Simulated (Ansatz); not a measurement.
Reaction (formal hydrolysis of the Si–N bond): `N[Si]Cl` + H₂O → `O[Si]Cl` + NH₃

Computed with Ansatz on PBE0-D4/def2-TZVP structures; ΔE is electronic, products minus reactants. CBS: def2 TZ/QZ extrapolation, frozen cores. DFT in def2-TZVPP. B3LYP here is the variant with VWN-RPA as its local correlation; programs differ in this. HSE06 is defined as in plane-wave codes. One conformer a species, not always the lowest.

```csv
level,ΔE (kJ/mol),difference from CCSD(T)/CBS
LDA (SPW92),-29.7,0.6
revPBE-D4,-29.4,0.9
BLYP-D4,-35.2,-4.9
r2SCAN-D4,-32.5,-2.2
B97M-V,-36.7,-6.4
PBE0-D4,-29.4,0.9
B3LYP-D4,-34.0,-3.7
r2SCANh-D4,-31.9,-1.6
r2SCAN0-D4,-31.1,-0.8
BHLYP-D4,-33.6,-3.3
ωB97X-V,-33.6,-3.3
ωB97M-V,-34.8,-4.5
B2PLYP,-35.3,-5.0
PBE-QIDH,-30.2,0.1
revPBE,-33.5,-3.2
BLYP,-38.6,-8.3
r2SCAN,-32.9,-2.6
PBE0,-30.7,-0.4
B3LYP,-36.5,-6.2
r2SCANh,-32.3,-2.0
r2SCAN0,-31.5,-1.2
HSE06,-30.6,-0.3
BHLYP,-35.7,-5.4
CAM-B3LYP,-36.5,-6.2
LC-ωPBE,-31.4,-1.1
HF/def2-SVP,-27.3,3.0
MP2/def2-SVP,-26.6,3.7
CCSD/def2-SVP,-26.9,3.4
CCSD(T)/def2-SVP,-26.8,3.5
MP2/def2-TZVPP,-31.4,-1.1
SCS-MP2/def2-TZVPP,-33.0,-2.7
CCSD/def2-TZVPP,-32.6,-2.3
CCSD(T)/def2-TZVPP,-32.3,-2.0
HF/def2-QZVPP,-36.2,-5.9
MP2/def2-QZVPP,-29.9,0.4
CCSD/def2-QZVPP,-31.7,-1.4
CCSD(T)/def2-QZVPP,-31.2,-0.9
HF/CBS(def2),-36.2,-5.9
MP2/CBS(def2),-28.8,1.5
CCSD/CBS(def2),-31.0,-0.7
CCSD(T)/CBS,-30.3,0
```

Question: What do rigid-rotor, harmonic-oscillator terms from PBE0-D4/def2-TZVP frequencies (298.15 K, 1 bar) make of the CCSD(T)/CBS value? (Best estimate.)

Answer: Ansatz gave: ΔZPE = +1.4 kJ/mol, ΔH = -29.3 kJ/mol, ΔS = 1 J/(mol·K), ΔG = -29.6 kJ/mol.

Largest T1 diagnostic among the species: 0.014.

Leaving LDA and LC-ωPBE aside and taking each functional with its dispersion term where it has one, the values, not all of them listed here, spread over 7.3 kJ/mol, from B97M-V to HSE06-D4. LDA lies +3.0 kJ/mol from PBE without D4. At CCSD(T), def2-SVP lies +3.5 kJ/mol from the extrapolated value and def2-TZVPP −2.0 kJ/mol.
